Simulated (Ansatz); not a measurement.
hcp Lu was calculated with LDA (plane waves, PAW; Ansatz, a quantum-chemistry and plane-wave program).

Numerical settings: plane-wave cutoff 520 eV, 18×18×10 k mesh (along the axes of the cell as run), Fermi–Dirac smearing 0.05 eV, scalar-relativistic PAW data made under PBE.

Equation-of-state points:

| V (Å³/atom) | E − E_lowest (meV/atom) | P (GPa) |
|---|---|---|
| 24.946 | 7.54 | 2.386 |
| 25.466 | 1.84 | 1.146 |
| 25.986 | 0.00 | 0.001 |
| 26.506 | 1.73 | -1.052 |
| 27.025 | 6.73 | -2.020 |

What bulk modulus B0 and pressure derivative B′ does a third-order Birch–Murnaghan fit give?

V0 = 25.987 Å³/atom, B0 = 54.9 GPa, B′ = 3.1 (fit to the energies at full precision).

Shape and atoms are relaxed at each volume.

Measured, for comparison: bulk modulus 47.6 GPa (room temperature, no zero-point or thermal correction; as tabulated in Wikipedia's data pages); equilibrium volume per atom 29.52 Å³/atom (room temperature, no zero-point or thermal correction; as tabulated in Söderlind et al. (2014), doi:10.1088/0953-8984/26/41/416001). Computed (rounded) less measured: bulk modulus +15 %, equilibrium volume per atom -12.0 %.

Note: the bulk modulus comes from volumes at which shape and atoms were relaxed.

Spin–orbit coupling is not included.

The computed numbers hold no vibrational or temperature effects.
